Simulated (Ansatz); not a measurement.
# 2H MoTe₂

Computed with LDA (plane waves, PAW; Ansatz, an electronic-structure program).

Numerical settings: plane-wave cutoff 520 eV, 12×12×4 k mesh (along the axes of the cell as run), Fermi–Dirac smearing 0.01 eV, no spin polarisation, scalar-relativistic PAW data made under PBE.

Cell (measured lattice):

```
MoTe2
1.0
   -1.75900    -3.04668     0.00000
   -1.75900     3.04668     0.00000
    0.00000     0.00000   -13.97400
Te Mo
4 2
Direct
  0.33333   0.66667   0.87900
  0.66667   0.33333   0.37900
  0.66667   0.33333   0.12100
  0.33333   0.66667   0.62100
  0.33333   0.66667   0.25000
  0.66667   0.33333   0.75000
```

```yaml
band_gap: 0.68 eV
smallest_direct_gap_on_the_k_points_sampled: 1.03 eV
direct gap at Γ: 2.88 eV
```

Measured, for comparison: band gap 1.06 ± 0.01 eV (4 K, zero-point motion not removed, indirect, absorption from ellipsometry, single crystal; as tabulated in Gulo et al. (2023), doi:10.1103/physrevmaterials.7.044001).

Note: cell and atoms aren't relaxed at this level (largest force component 0.29 eV/Å, pressure -3.0 GPa).

Spin–orbit coupling is not included; with these elements it can move the gap by several tenths of an eV or more.

The computed numbers hold no vibrational or temperature effects.

The result took about 100 core-seconds (a rough figure).
